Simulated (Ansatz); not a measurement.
`CC(=O)Cl` and `CC(=O)F` differ in one element.

Ansatz, PBE0-D4/def2-TZVP geometries, multiplicity 1. 

```json
{"property": "size of the dipole moment (PBE/def2-TZVPP) / D", "`CC(=O)Cl`": "2.67"}
{"property": "HOMO energy (PBE0/def2-TZVPP) / eV", "`CC(=O)Cl`": "-8.57"}
{"property": "LUMO energy (ωB97M-V/def2-TZVPP) / eV", "`CC(=O)Cl`": "1.34"}
{"property": "HOMO energy (B3LYP/def2-TZVPP) / eV", "`CC(=O)Cl`": "-8.32"}
{"property": "HOMO energy (PBE/def2-TZVPP) / eV", "`CC(=O)Cl`": "-7.03"}
{"property": "HOMO–LUMO gap (ωB97M-V/def2-TZVPP) / eV", "`CC(=O)Cl`": "12.20"}
```

Problem. What does the change do to each property? (Estimate.)

Solution. Computed: 
| property | `CC(=O)F` | shift |
| --- | --- | --- |
| size of the dipole moment (PBE/def2-TZVPP) / D | 2.83 | 0.16 |
| HOMO energy (PBE0/def2-TZVPP) / eV | -8.99 | -0.42 |
| LUMO energy (ωB97M-V/def2-TZVPP) / eV | 2.00 | 0.66 |
| HOMO energy (B3LYP/def2-TZVPP) / eV | -8.74 | -0.42 |
| HOMO energy (PBE/def2-TZVPP) / eV | -7.26 | -0.23 |
| HOMO–LUMO gap (ωB97M-V/def2-TZVPP) / eV | 13.44 | 1.24 |

With PBE0 the HOMO falls by 0.42 eV and the LUMO rises by 0.64 eV, so the gap widens by about 1.06 eV. PBE moves the HOMO by -0.23 eV and ωB97M-V by -0.58 eV. Dipoles are sizes alone; their direction can turn.

B3LYP here is the variant with VWN-RPA as its local correlation; programs differ in this.
